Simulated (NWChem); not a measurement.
How basis sets differ on BHF2 (SMILES FBF)

BHF2 has 4 atoms, charge 0, and is taken as a singlet. As SMILES, `FBF`. Geometry: relaxed at PBE0-D4/def2-TZVP.

```xyz
4

F     1.1543    0.4569   -0.3619
B    -0.0019   -0.0310    0.0252
F    -1.0954    0.5287   -0.4389
H    -0.0570   -0.9546    0.7756
```

Quantity: the electronic atomisation energy, in eV. The values are calculated. Electronic energies at fixed atoms, without zero-point motion or spin-orbit coupling.

```tsv
level	kind	program	value (eV)	CPU time (all runs)
BP86/6-31++G** (spherical functions)	GGA	NWChem	17.91	5.2 s
BP86/6-31+G* (spherical functions)	GGA	NWChem	17.92	5 s
BP86/6-311++G(2d,2p)	GGA	NWChem	18.04	11 s
BP86/6-31G* (spherical functions)	GGA	NWChem	18.39	4.9 s
BP86/6-311+G**	GGA	NWChem	17.79	7.6 s
BP86/6-311++G(3df,3pd)	GGA	NWChem	18.18	26 s
```

The values span 17.79 to 18.39 eV. Times are those of the runs behind each value, whatever else they computed, on shared processors of several kinds: orders of magnitude only.
